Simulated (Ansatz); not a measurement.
**r2SCAN/6-31G(d) (spherical functions) run of C4H12N+ (tetramethylammonium)**

Aim: the energy change on altering one bond length of C4H12N+ (tetramethylammonium) at r2SCAN/6-31G* (spherical functions), from 2 runs. 

Program for the calculation: Ansatz 0.2.0.

4 further runs of the same task are left out: 2 that didn't finish, 2 set aside as unsound or not needed.

## (1) The system as given

The species is C4H12N+ (17 atoms), meant as a singlet with charge +1. As SMILES, `C[N+](C)(C)C`. The coordinates come from a PBE0-D4/def2-TZVP relaxation.

Bond lengths: C1–N2 1.490 Å, N2–C3 1.490 Å, N2–C4 1.490 Å, N2–C5 1.490 Å, C1–H6 1.089 Å, C1–H7 1.089 Å, C1–H8 1.089 Å, C3–H9 1.089 Å, C3–H10 1.089 Å, C3–H11 1.089 Å, C4–H12 1.089 Å, C4–H13 1.089 Å, C4–H14 1.089 Å, C5–H15 1.089 Å, C5–H16 1.089 Å, C5–H17 1.089 Å. Some angles: C1–N2–C3 109.5°, C1–N2–C4 109.5°, C1–N2–C5 109.5°, C3–N2–C4 109.5°, C3–N2–C5 109.5°, C4–N2–C5 109.5°, N2–C1–H6 109.0°, N2–C1–H7 109.0°, N2–C1–H8 109.0°, N2–C3–H9 109.0°.

## (2) The energy at r2SCAN/6-31G(d) (spherical functions)

File input.yaml:

```yaml
crystal:
  periodic: [false, false, false]
  atoms:
    - {symbol: C, position_ang: [-0.234050, 0.553880, -1.362890]}
    - {symbol: "N", position_ang: [-0.000000, -0.000000, 0.000000]}
    - {symbol: C, position_ang: [1.350380, 0.409550, 0.477270]}
    - {symbol: C, position_ang: [-0.079970, -1.486730, -0.047740]}
    - {symbol: C, position_ang: [-1.036350, 0.523300, 0.933360]}
    - {symbol: H, position_ang: [-0.172930, 1.639870, -1.318530]}
    - {symbol: H, position_ang: [0.526810, 0.165700, -2.037800]}
    - {symbol: H, position_ang: [-1.222700, 0.250490, -1.702900]}
    - {symbol: H, position_ang: [1.512860, -0.000060, 1.472720]}
    - {symbol: H, position_ang: [1.399290, 1.496580, 0.509740]}
    - {symbol: H, position_ang: [2.100630, 0.023780, -0.210770]}
    - {symbol: H, position_ang: [0.091340, -1.882340, 0.951870]}
    - {symbol: H, position_ang: [0.680870, -1.860010, -0.731020]}
    - {symbol: H, position_ang: [-1.069090, -1.776580, -0.398080]}
    - {symbol: H, position_ang: [-0.857060, 0.114230, 1.926140]}
    - {symbol: H, position_ang: [-2.019010, 0.218740, 0.577400]}
    - {symbol: H, position_ang: [-0.971000, 1.609600, 0.961230]}
basis:
  gaussian:
    orbitals: 6-31G_st_-spherical.json
total_charge: 1
hamiltonian:
  xc: r2scan
accuracy: high
output:
  orbitals: {seedname: orbitals}
```

The basis set 6-31G* is read from a file made from the Basis Set Exchange's data (not shown).

Command:

```sh
$ ansatz run input.yaml --threads 1 --pin off --max-ram 3480MiB --events-out events.jsonl --progress --plain --runs-dir runs
```

Standard output:

```text
Warning: RAYON_NUM_THREADS=1 ignored (pool sized by the plan → 1); use --threads N
Functional definition: r2SCAN
  name "r2SCAN"
  parameter k0 = 0.174
  parameter k1 = 0.065
  parameter a1 = 4.9479
  exchange = r2scan_x(k0 = k0, k1 = k1, a1 = a1)
  correlation = r2scan_c
2495 factors; integrals over basis functions are off by at most 3.0e-9 eV
mean field evaluation 1: about -5810.5592 eV, gradient 7.3e1 eV
mean field evaluation 2: about -5803.3221 eV, gradient 9.0e1 eV
mean field evaluation 4: about -5823.5530 eV, gradient 3.9e0 eV
mean field evaluation 8: about -5823.5607 eV, gradient 7.6e-2 eV
mean field evaluation 16: about -5823.5607 eV, gradient 1.6e-7 eV
mean field -5823.56068128 eV, -214.0119076857 hartree, gradient 3.5e-8 eV, S^2 0.000000; 0 other end points of the search recorded, 0 dependent functions left out
reference -5823.56068183 eV, -214.0119077060 hartree; 21, 21 occupied and 73, 73 virtual orbitals, 2495 factors
Total energy: -5823.56068183 eV, -214.0119077060 hartree
```

It took 16 s on 1 thread of Arm Neoverse V2, shared host; peak memory 0.37 GiB.

## (3) The distorted shape

File in.yaml:

```yaml
crystal:
  periodic: [false, false, false]
  atoms:
    - {symbol: C, position_ang: [-0.436614, 0.492445, -1.434483]}
    - {symbol: "N", position_ang: [-0.202564, -0.061435, -0.071593]}
    - {symbol: C, position_ang: [1.350380, 0.409550, 0.477270]}
    - {symbol: C, position_ang: [-0.282534, -1.548165, -0.119333]}
    - {symbol: C, position_ang: [-1.238914, 0.461865, 0.861767]}
    - {symbol: H, position_ang: [-0.375494, 1.578435, -1.390123]}
    - {symbol: H, position_ang: [0.324246, 0.104265, -2.109393]}
    - {symbol: H, position_ang: [-1.425264, 0.189055, -1.774493]}
    - {symbol: H, position_ang: [1.512860, -0.000060, 1.472720]}
    - {symbol: H, position_ang: [1.399290, 1.496580, 0.509740]}
    - {symbol: H, position_ang: [2.100630, 0.023780, -0.210770]}
    - {symbol: H, position_ang: [-0.111224, -1.943775, 0.880277]}
    - {symbol: H, position_ang: [0.478306, -1.921445, -0.802613]}
    - {symbol: H, position_ang: [-1.271654, -1.838015, -0.469673]}
    - {symbol: H, position_ang: [-1.059624, 0.052795, 1.854547]}
    - {symbol: H, position_ang: [-2.221574, 0.157305, 0.505807]}
    - {symbol: H, position_ang: [-1.173564, 1.548165, 0.889637]}
basis:
  gaussian:
    orbitals: 6-31G_st_-spherical.json
total_charge: 1
hamiltonian:
  xc: {name: r2SCAN}
accuracy: high
output: {orbitals: {seedname: orbitals}}
```

The basis set 6-31G* is read from a file made from the Basis Set Exchange's data (not shown).

Command:

```sh
$ ansatz run in.yaml --threads 1 --pin off --max-ram 3480MiB --events-out events.jsonl --progress --plain --runs-dir runs
```

Standard output, shortened:

```text
Warning: RAYON_NUM_THREADS=1 ignored (pool sized by the plan → 1); use --threads N
[... 7 set-up lines as earlier in the session ...]
2489 factors; integrals over basis functions are off by at most 3.1e-9 eV
mean field evaluation 1: about -5810.7715 eV, gradient 7.1e1 eV
mean field evaluation 2: about -5804.5386 eV, gradient 8.6e1 eV
mean field evaluation 4: about -5823.1321 eV, gradient 4.1e0 eV
mean field evaluation 8: about -5823.1542 eV, gradient 2.2e-1 eV
mean field evaluation 16: about -5823.1543 eV, gradient 1.8e-6 eV
mean field -5823.15432682 eV, -213.9969744348 hartree, gradient 5.1e-8 eV, S^2 0.000000; 0 other end points of the search recorded, 0 dependent functions left out
reference -5823.15432739 eV, -213.9969744557 hartree; 21, 21 occupied and 73, 73 virtual orbitals, 2489 factors
Total energy: -5823.15432739 eV, -213.9969744557 hartree
```

Wall time 16 s (1 thread of Arm Neoverse V2, shared host); peak memory 0.37 GiB.

## (4) Results

Level: r2SCAN/6-31G* (spherical functions).

| quantity | value |
| --- | --- |
| first shape: total energy | -214.01191 Eh |
| first shape: HOMO energy | -14.91 eV |
| first shape: LUMO energy | -3.87 eV |
| first shape: HOMO–LUMO gap | 11.04 eV |
| distorted shape: total energy | -213.99697 Eh |
| distorted shape: HOMO energy | -14.32 eV |
| distorted shape: LUMO energy | -5.07 eV |
| distorted shape: HOMO–LUMO gap | 9.25 eV |
| energy change with the N2–C3 bond stretched from 1.490 to 1.713 Å | 0.406 eV |

**Reading.** With the N2–C3 bond stretched from 1.490 to 1.713 Å the energy rises by 0.41 eV (39.2 kJ/mol). The first shape isn't relaxed at this level, so the change isn't measured from a minimum.
